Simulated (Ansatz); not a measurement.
## Relative stability

Two relaxed structures of CH5B2 (charge -1), singlet (PBE0-D4/def2-TZVPD; forces vanish, vibrations not checked).

A:

B1  (-0.629, 0.137, -0.678)
B2  (0.598, 0.591, 0.673)
C3  (-0.009, -0.661, 0.544)
H4  (-0.255, -0.078, -1.836)
H5  (-1.794, 0.545, -0.648)
H6  (1.337, 1.361, 1.226)
H7  (-0.085, -1.649, 0.965)
H8  (0.067, 1.293, -0.384)
(Å)

B:

```xyz
8
angstrom
B -0.7546 0.8230 -0.7914
B 0.0410 0.2918 0.5723
C 0.7380 -0.9938 0.4806
H -0.7545 0.1577 -1.8159
H -1.3851 1.8640 -0.9201
H 0.0714 0.9168 1.6283
H 1.3065 -1.4737 1.2858
H 0.7373 -1.5859 -0.4396
```

Ansatz 0.2.0; basis: def2-TZVPPD; cores frozen in the correlated methods. B3LYP uses VWN-RPA correlation.

(1) Which structure is lower at CCSD(T), and by how much? (An estimate is asked for; the value comes from the calculation.)

(2) Do the other methods give the same order? (A judgement: the text doesn't fix the answer.)

The T1 diagnostic stays at or below 0.019. The restricted Hartree–Fock reference is unstable towards an unrestricted one at one or more of these structures.

## Answers

(1) The calculation gives: A, by 2.77 kcal/mol (electronic energy, against the other). By their contacts, A is CH₅B₂ ([H]1[BH]2[CH][BH2]12), total charge -1 and B is CH₅B₂ ([BH2][BH][CH2]), total charge -1.

(2) The calculation gives: Not all: HF gives the other order.

```json
{"method": "PBE-D4", "E(B) − E(A) (kcal/mol)": "5.67"}
{"method": "r2SCAN-D4", "E(B) − E(A) (kcal/mol)": "5.11"}
{"method": "PBE0-D4", "E(B) − E(A) (kcal/mol)": "6.24"}
{"method": "B3LYP-D4", "E(B) − E(A) (kcal/mol)": "0.97"}
{"method": "wB97M-V", "E(B) − E(A) (kcal/mol)": "6.04"}
{"method": "HF", "E(B) − E(A) (kcal/mol)": "-5.00"}
{"method": "MP2", "E(B) − E(A) (kcal/mol)": "6.14"}
{"method": "CCSD", "E(B) − E(A) (kcal/mol)": "2.21"}
{"method": "CCSD(T)", "E(B) − E(A) (kcal/mol)": "2.77"}
```

Labels in which every atom is bracketed show which atoms are joined, not bond orders.

For scale, one of the runs: CCSD(T)/def2-TZVPPD, 196 basis functions, launched by `ansatz run in.yaml --threads 2 --pin off --events-out ev --progress --plain --max-ram 4352MiB`. Hardware: 2 CPU threads of an Arm Neoverse V1, shared host. Wall time 41 s; peak host memory 2.3 GiB.
